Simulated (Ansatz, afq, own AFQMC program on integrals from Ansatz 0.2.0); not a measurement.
Where AFQMC and coupled cluster stand for GeH$_{4}$, singlet

```csv
atom,x (Å),y (Å),z (Å)
Ge,0.0013,0.0013,0.0013
H,0.7840,0.7866,0.7855
H,-0.8865,-0.8827,0.8870
H,-0.8825,0.8859,-0.8879
H,0.8887,-0.8863,-0.8811
```

Basis cc-pVDZ. Noble-gas cores (and the filled d shells of Ga–Kr and In–Xe) are frozen. Ansatz 0.2.0 and our own AFQMC program on the same integrals; the CISD trial comes from CCSD amplitudes, and released means the phaseless constraint is let go. Free AFQMC starts from the CCSD state and is never constrained. Its projection time is finite, and what remains of the start isn't in its error. ± is one standard error of the sampling. No spin–orbit coupling.

Determinant: RHF, the one that the program's search chose, which needn't be the lowest solution. The geometry is a point of a scan.

No full CI on the walks' own integrals is used here; CCSDT(Q) serves as the reference and is uncertain by about the last step of the cluster series.

Cautions: no relativity below Rb; no spin-orbit coupling; inner d shell frozen.

The T1 diagnostic is 0.0092. The weight of the determinant in the CISD state is 0.924 and the size of the correlated space is 8 electrons in 33 orbitals.

```csv
level,correlation energy (eV)
MP2,-3.0569
CCSD,-3.8590
CCSD(T),-3.9208
```

(1) Estimate where AFQMC with the constraint released lies against CCSD(T) on the same integrals.

(1) 10.6 ± 4.7 meV below CCSD(T).

Reference: CCSDT(Q), correlation energy -3.937 eV. The released energy is read at 2.40 1/Eh (meV from the phaseless value at times in 1/Eh: 2 ± 3 at 0.24, 0 ± 3 at 0.51, -1 ± 3 at 0.99, 0 ± 3 at 1.62, 2 ± 5 at 2.40).

```csv
level,E − E(reference) (meV),share of correlation (%)
CCSD(T),15.7,99.60
CCSDT,1.4,99.96
ph-AFQMC/CISD,3.4 ± 3.6,99.91
released AFQMC,5.1 ± 4.7,99.87
free AFQMC,13.9 ± 8.5,99.65
```

Free projections are given only where their last times agree within the noise and don't stop above the reference; a slow remainder of the start can still hide under it. A walk keeps the symmetry of its determinant, which the program's search chose and which needn't be the lowest solution, so a lower state of the same spin and another symmetry isn't excluded. Released energies are given only where the last usable release times agree within the noise; a slower fall can still hide under it.
